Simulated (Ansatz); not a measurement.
# HO2S: the cost of one run

Program: Ansatz 0.2.0, Gaussian basis. Level of theory: PBE0-D4/def2-SVPD. These are calculated values, not measurements.

### Step 1. Where the work starts

SMILES `[O-]SO`, 4 atoms, charge -1, spin multiplicity 1.

Atoms are counted from 1 here; the program's logs count them from 0.

Bond lengths: O1–S2 1.532 Å, S2–O3 1.785 Å, O3–H4 0.959 Å. Angles: O1–S2–O3 107.9°, S2–O3–H4 103.9°.

Coordinates:

```xyz
4
charge -1, multiplicity 1
O    -1.3679    0.8487   -0.3833
S    -0.5171    0.3039    0.7679
O     0.6599   -0.8494    0.0826
H     1.2251   -0.3032   -0.4672
```

### Step 2. The run

md/in.yaml reads:

```yaml
crystal:
  periodic: [false, false, false]
  atoms:
    - {symbol: O, position_ang: [-1.367940, 0.848730, -0.383340]}
    - {symbol: S, position_ang: [-0.517120, 0.303880, 0.767930]}
    - {symbol: O, position_ang: [0.659900, -0.849410, 0.082600]}
    - {symbol: H, position_ang: [1.225150, -0.303200, -0.467190]}
basis:
  gaussian: {orbitals: def2-SVPD}
total_charge: -1
hamiltonian: {xc: pbe0, dispersion: d4}
md: {n_steps: 80, timestep: 0.75, temperature: 300, ensemble: nve, seed: 732, initial_velocities: maxwell_boltzmann}
```

Started as:

```
> ansatz run in.yaml --threads 2 --pin off --events-out ev --progress --plain --max-ram 3481MiB
```

Q: Estimate wall time and peak memory on 2 threads of AMD EPYC 7R43, shared host.

About 61 s, with a peak of 0.16 GiB.
